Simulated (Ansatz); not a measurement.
A nudged elastic band was laid between two geometries of BFH2 + H2S (7 atoms, charge 0, multiplicity 1).

The calculation used Ansatz, RHF/def2-SVP.

| Item | Value |
| --- | --- |
| movable images | 7 |
| climbing image | yes |
| spring | 5.0 eV/Å² |
| optimiser | quadratic models (default) |
| start path | through a guess of the saddle point |
| force threshold | 0.03 eV/Å |
| iteration limit | 60 |
| end points | relaxed |

Image 0:

```xyz
7
Properties=species:S:1:pos:R:3
B 0.033 0.469 -0.110
F -0.310 0.723 1.135
H 1.191 0.529 -0.401
H -0.841 0.268 -0.904
S 0.231 -2.722 0.560
H -1.091 -2.904 0.535
H 0.259 -2.392 1.853
```

Image 8:

```xyz
7
Properties=species:S:1:pos:R:3
B 0.112 -0.487 -0.575
F -0.151 -0.024 2.576
H 1.118 0.152 -0.591
H -0.939 -0.055 -0.934
S 0.262 -2.184 0.008
H -1.009 -2.582 -0.103
H 0.079 -0.849 2.287
```

What changes between the two ends?

Bonds broken: B1–F2, S5–H7. Bonds formed: B1–S5, F2–H7. BFH2 + H2S becomes BH3S + FH.

Give the energies along the band, and the barrier.

The run converged. The highest image is number 4 of 0 to 8, 1.88 eV above the first end and 1.16 eV above the last; the last end lies 0.72 eV above the first. A vibrational analysis at the climbing image gives one clearly imaginary mode, 1625i cm⁻¹: a first-order saddle point. The orbitals stay closed-shell, which can raise the energy where a bond breaks towards radicals; this wasn't checked here.

```csv
image,path coordinate (Å),energy (eV),B1–F2 (Å),S5–H7 (Å),B1–S5 (Å)
0,0.00,0.00,1.32,1.33,3.27
1,0.52,0.02,1.32,1.33,3.10
2,1.04,0.14,1.33,1.33,2.78
3,1.56,0.69,1.38,1.35,2.33
4,2.08,1.88,1.58,1.62,2.02
5,2.51,1.24,1.93,2.03,1.89
6,2.95,0.86,2.38,2.34,1.83
7,3.38,0.74,2.80,2.58,1.81
8,3.82,0.72,3.20,2.65,1.80
```

What is the geometry of the highest image?


```xyz
7
Properties=species:S:1:pos:R:3
B 0.076 -0.249 -0.025
F -0.155 0.011 1.511
H 1.131 0.207 -0.342
H -0.927 -0.020 -0.628
S 0.298 -2.220 0.376
H -0.968 -2.619 0.227
H 0.018 -1.138 1.546
```

What are the harmonic wavenumbers there?

1625i, 417, 480, 548, 656, 746, 935, 968, 1196, 1200, 1269, 1623, 2716, 2833, 2863 cm⁻¹.

The run took 75 s on 1 thread of Arm Neoverse V2, on a shared host, peak memory 0.12 GiB.
